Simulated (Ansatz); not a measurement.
**C2H2O (SMILES C1=CO1): the vertical energy of the triplet above the singlet from total energies**

C2H2O has 5 atoms, charge 0, and is taken as a singlet. As SMILES, `C1=CO1`. The shape is that of a PBE0-D4/def2-TZVP optimisation.

```tsv
atom	x (Å)	y (Å)	z (Å)
C	-0.5508	-0.1800	-0.2817
C	0.4605	0.4138	0.1783
O	0.4012	-1.0385	0.4590
H	-1.4792	-0.3750	-0.7797
H	1.1683	1.1796	0.4241
```

Both states at this one shape; open shells run unrestricted unless said. 1 Eh = 27.2114 eV.

| level | program | singlet C2H2O (Eh) | triplet C2H2O (Eh) |
| --- | --- | --- | --- |
| BHLYP/STO-3G | Ansatz | -150.383586 | -150.289259 |
| wB97X/aug-cc-pVDZ | Ansatz | -152.451052 | -152.353011 |

Problem. Work out the vertical gap, second state less first, at each level.

Solution. 
1. BHLYP/STO-3G: -150.289259 − (-150.383586) = 0.094327 Eh = 2.57 eV.
2. wB97X/aug-cc-pVDZ: -152.353011 − (-152.451052) = 0.098041 Eh = 2.67 eV.

No measured value is set beside it here; the levels span 2.57 to 2.67 eV. Minimal sets are far from the basis-set limit.
